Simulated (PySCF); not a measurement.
TDDFT excited states: [C4H10OP]+

C4H10OP (charge +1).
Z-matrix (Å and degrees, GFN2-xTB geometry), rows numbered from 1:
```
C 
C   1  1.5472
P   2  1.8090  1  107.37
C   3  1.8089  2  105.93  1    44.71
C   4  1.5472  3  107.39  2   -44.72
O   1  1.4014  2  112.19  3   -56.93
H   1  1.1008  2  110.18  3    66.86
H   1  1.0919  2  109.40  3  -173.93
H   2  1.0921  1  111.07  3  -122.04
H   2  1.0952  1  109.35  3   117.56
H   3  1.3756  2  112.48  1   167.93
H   3  1.3769  2  109.59  1   -73.42
H   4  1.0952  3  108.53  2    73.41
H   4  1.0921  3  111.40  2  -166.55
H   5  1.1009  4  110.16  3   -66.84
H   5  1.0920  4  109.40  3   173.90
```

Computed, not measured: TDDFT B3LYP/def2-SVPD, vertical, gas phase, core orbitals frozen in the response (PySCF 2.14.0, density-fitted response routines).

| state | E (eV) | E (hartree) | f | \|μ\| (D) | symmetry | main configurations (H = HOMO, L = LUMO) |
| --- | --- | --- | --- | --- | --- | --- |
| S1 | 6.29 | 0.2310 | 0.0000 | 0.02 | – | H→L (100%) |
| S2 | 6.46 | 0.2374 | 0.0011 | 0.22 | – | H→L+1 (96%) |
| S3 | 6.71 | 0.2464 | 0.012 | 0.68 | A′ | H→L+2 (96%) |
| S4 | 7.22 | 0.2653 | 0.0004 | 0.13 | – | H→L+3 (98%) |
| S5 | 7.57 | 0.2781 | 0.012 | 0.64 | A″ | H-1→L (100%) |
| S6 | 7.73 | 0.2841 | 0.012 | 0.63 | A′ | H-1→L+1 (96%) |
| S7 | 7.94 | 0.2919 | 0.0038 | 0.35 | A′ | H-1→L+2 (97%) |
| S8 | 8.05 | 0.2959 | 0.030 | 1.00 | A′ | H→L+4 (97%) |

Triplets (Tamm–Dancoff): T1 6.20 eV, H→L (99%); T2 6.37 eV, H→L+1 (93%); T3 6.56 eV, H→L+2 (91%).

The lowest singlet comes at 197 nm (607 kJ/mol) in the vacuum ultraviolet; it is dark (f under 0.0005); its leading configuration is HOMO→LUMO (100%). The strongest level in the table is S8 at 8.05 eV (154 nm, f = 0.030). It is the last of those listed, so stronger ones may follow. Löwdin shares by element: HOMO oxygen 60%, carbon 22% or more (atoms not listed hold the other 18%); LUMO phosphorus 39%, hydrogen 24% or more, carbon 11% or more (atoms not listed hold the other 26%). The listed states span 1.77 eV, and the widest gap between neighbours is 0.51 eV (S3 to S4). The oscillator strengths of these states sum to 0.071; summed over the whole spectrum of an exact calculation they would give the number of electrons, 56 (Thomas–Reiche–Kuhn). Orbital energies (eV): HOMO-3 -15.36, HOMO-2 -14.36, HOMO-1 -13.30, HOMO -12.08, LUMO -4.86, LUMO+1 -4.71, LUMO+2 -4.40. Symmetry labels in Cs follow from the direction of the transition dipole and are given only for states with f of 0.002 or more. The window holds the lowest 8 singlets.

Cost: about 70 s of CPU time on one thread; the machine was shared, so the figure is rough.

One conformer stands for the species.
